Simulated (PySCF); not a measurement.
Homolysis of single bonds, series Al NH2-H. Gas-phase values, no solvent. Strings in code marks are SMILES.

All values below come from PBE-D3(BJ)/def2-TZVP // B3LYP-D3(BJ)/def2-TZVP run with PySCF. 

| species | dipole moment (D) |
|---|---|
| radical fragment (`[NH2]`) | 1.90 |
| whole molecule (`[NH2][AlH][NH2]`) | 1.28 |
| radical fragment (`[AlH][NH2]`) | 1.26 |
| whole molecule (`[NH2][AlH2]`) | [?] |

Question: What belongs in the gaps?

Answer: 
- whole molecule (`[NH2][AlH2]`), dipole moment (D): 1.37
